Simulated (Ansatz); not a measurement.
# One shape, several levels: triplet [NO2]+

Wanted: a comparison of 6 runs (U-r2SCAN/def2-TZVPPD, UCAM-B3LYP/def2-TZVPPD, UPBE-QIDH/def2-TZVPPD, UPBE/def2-TZVPPD, RPA@PBE0/def2-TZVPPD, UCCSD(T)/def2-TZVPPD) of triplet [NO2]+. 

The calculation is run with Ansatz 0.2.0.

5 further runs of the same task are left out: 5 that didn't finish.

## 1. The structure to begin with

[NO2]+: 3 atoms, total charge +1, spin state triplet. SMILES of the parent species: `O=[N+]=O`. The shape is that of a PBE0-D4/def2-TZVP optimisation. That shape belongs to the parent species and isn't relaxed for this state.

Bond lengths: O1–N2 1.110 Å, N2–O3 1.110 Å. Angles: O1–N2–O3 180.0°.

## 2. The energy at U-r2SCAN/def2-TZVPPD (run 1)

Input file job.yaml:

```yaml
crystal:
  periodic: [false, false, false]
  atoms:
    - {symbol: O, position_ang: [-0.572980, 0.927020, -0.209580]}
    - {symbol: "N", position_ang: [-0.000010, -0.000010, -0.000000]}
    - {symbol: O, position_ang: [0.572990, -0.927010, 0.209580]}
basis:
  gaussian:
    orbitals: def2-TZVPPD.json
total_charge: 1
magnetization:
  spin_polarized: true
  initial_magnetization: 2
hamiltonian:
  xc: {name: r2SCAN}
accuracy: high
output:
  orbitals: {seedname: orbitals}
```

The basis set def2-TZVPPD is read from a file made from the Basis Set Exchange's data (not shown).

The run is started by

```sh
$ ansatz run job.yaml --threads 1 --pin off --max-ram 3480MiB --events-out events.jsonl --progress --plain --runs-dir runs
```

Log:

```text
Warning: RAYON_NUM_THREADS=1 ignored (pool sized by the plan → 1); use --threads N
Functional definition: r2SCAN
  name "r2SCAN"
  parameter k0 = 0.174
  parameter k1 = 0.065
  parameter a1 = 4.9479
  exchange = r2scan_x(k0 = k0, k1 = k1, a1 = a1)
  correlation = r2scan_c
1640 factors; integrals over basis functions are off by at most 3.6e-9 eV
mean field evaluation 1: about -5560.8621 eV, gradient 3.2e1 eV
mean field evaluation 2: about -5562.4932 eV, gradient 2.3e1 eV
mean field evaluation 4: about -5563.9143 eV, gradient 1.9e0 eV
mean field evaluation 8: about -5563.9407 eV, gradient 4.7e-1 eV
mean field evaluation 16: about -5564.6268 eV, gradient 2.3e-1 eV
mean field evaluation 32: about -5564.6272 eV, gradient 1.7e-5 eV
mean field evaluation 64: about -5564.6246 eV, gradient 3.6e-1 eV
mean field evaluation 96: about -5564.6272 eV, gradient 4.8e-4 eV
mean field -5564.62720208 eV, -204.4962778368 hartree, gradient 2.7e-8 eV, S^2 2.006862; 7 other end points of the search recorded, 0 dependent functions left out
reference -5564.62720462 eV, -204.4962779299 hartree; 12, 10 occupied and 105, 107 virtual orbitals, 1640 factors
Total energy: -5564.62720462 eV, -204.4962779299 hartree
```

Wall time 2.3 min (1 thread of Arm Neoverse V2, shared host); peak memory 0.39 GiB.

## 3. The energy at UCAM-B3LYP/def2-TZVPPD (run 2)

Changes to job.yaml since step 2:

```diff
@@ -14,3 +14,3 @@
 hamiltonian:
-  xc: {name: r2SCAN}
+  xc: {name: CAM-B3LYP}
 accuracy: high
```

The basis set def2-TZVPPD is read from a file made from the Basis Set Exchange's data (not shown).

The run is started by

```sh
$ ansatz run job.yaml --threads 1 --pin off --max-ram 3480MiB --events-out events.jsonl --progress --plain --runs-dir runs
```

Log:

```text
Warning: RAYON_NUM_THREADS=1 ignored (pool sized by the plan → 1); use --threads N
Functional definition: CAM-B3LYP
  name "CAM-B3LYP"
  parameter alpha = 0.19
  parameter beta = 0.46
  parameter omega = 0.33/bohr
  parameter ac = 0.81
  exchange = (1 - alpha - beta)*b88_x + beta*b88_x_sr(omega) + alpha*exact_x + beta*exact_x_lr(omega)
  correlation = (1 - ac)*vwn5_c + ac*lyp_c
1640 factors; integrals over basis functions are off by at most 3.6e-9 eV
296 factors; integrals over basis functions are off by at most 1.5e-9 eV
mean field evaluation 1: about -5562.4248 eV, gradient 2.7e1 eV
mean field evaluation 2: about -5563.5174 eV, gradient 1.9e1 eV
mean field evaluation 4: about -5564.4865 eV, gradient 1.1e0 eV
mean field evaluation 8: about -5564.5269 eV, gradient 2.0e-2 eV
mean field evaluation 16: about -5564.5269 eV, gradient 4.1e-5 eV
mean field evaluation 32: about -5565.1322 eV, gradient 1.3e-1 eV
mean field evaluation 64: about -5565.1322 eV, gradient 9.4e-8 eV
mean field evaluation 96: about -5565.1322 eV, gradient 1.4e-3 eV
mean field -5565.13223021 eV, -204.5148372783 hartree, gradient 5.9e-9 eV, S^2 2.005256; 6 other end points of the search recorded, 0 dependent functions left out
reference -5565.13224821 eV, -204.5148379396 hartree; 12, 10 occupied and 105, 107 virtual orbitals, 1640 factors
Total energy: -5565.13224821 eV, -204.5148379396 hartree
```

It took 2.7 min on 1 thread of Arm Neoverse V2, shared host; peak memory 0.4 GiB.

Runs 3 to 5 aren't shown in full; the table further down has their settings and results.

## 4. The energy at UCCSD(T)/def2-TZVPPD (run 6)

Input file molecule.yaml:

```yaml
crystal:
  periodic: [false, false, false]
  atoms:
    - symbol: O
      position_ang: [-0.572980, 0.927020, -0.209580]
    - symbol: "N"
      position_ang: [-0.000010, -0.000010, -0.000000]
    - symbol: O
      position_ang: [0.572990, -0.927010, 0.209580]
basis:
  gaussian:
    orbitals: def2-TZVPPD.json
total_charge: 1
magnetization:
  spin_polarized: true
  initial_magnetization: 2
correlation:
  method: ccsd_t
  frozen_orbitals: {"N": 1, O: 1}
accuracy: high
scf:
  omitted_lower_state_checks: [cluster_reference, increment]
```

The basis set def2-TZVPPD is read from a file made from the Basis Set Exchange's data (not shown).

The run is started by

```sh
$ ansatz run molecule.yaml --threads 1 --pin off --max-ram 3480MiB --events-out events.jsonl --progress --plain --runs-dir runs
```

Log:

```text
Warning: RAYON_NUM_THREADS=1 ignored (pool sized by the plan → 1); use --threads N
[... 34 lines left out ...]
3 core orbitals not correlated: weight in the atoms' cores, before any rotation towards them, 1.000 or more for the frozen orbitals, at most 0.000 for the correlated occupied ones
[... 29 lines left out ...]
Total energy: -5557.17318258 eV, -204.2223476724 hartree
Checks for a lower state left out: cluster_reference, increment
```

Run time: 5.5 min. Hardware: 1 thread of Arm Neoverse V2, shared host; peak memory 1.6 GiB.

## 5. Overview of the runs

| run | level | frozen core orbitals | energy (Eh) | HOMO energy (eV) | ⟨S²⟩ | wall time |
| --- | --- | --- | --- | --- | --- | --- |
| 1 | U-r2SCAN/def2-TZVPPD | – | -204.496278 | -13.19 | 2.007 | 2.3 min |
| 2 | UCAM-B3LYP/def2-TZVPPD | – | -204.514838 | -16.29 | 2.005 | 2.7 min |
| 3 | UPBE-QIDH/def2-TZVPPD | 3 | -204.326531 | -17.98 | 2.012 | 4.4 min |
| 4 | UPBE/def2-TZVPPD | – | -204.393922 | -12.68 | 2.003 | 84 s |
| 5 | RPA@PBE0/def2-TZVPPD | 3 | -204.411399 | – | 2.006 | 2.9 min |
| 6 | UCCSD(T)/def2-TZVPPD | 3 | -204.222348 | – | 2.019 | 5.5 min |

## 6. Summary of results

```
                                          quantity          value
                               run 6: total energy  -204.22235 Eh
run 6: correlation energy (3 core orbitals frozen)     -609.9 mEh
                             run 6: (T) correction     -26.37 mEh
          run 6: ⟨S²⟩ of the reference determinant          2.019
                              run 6: T1 diagnostic          0.027
```

In words: Totals of different functionals can't be ranked against each other. All runs together took 19 min, the longest 5.5 min.
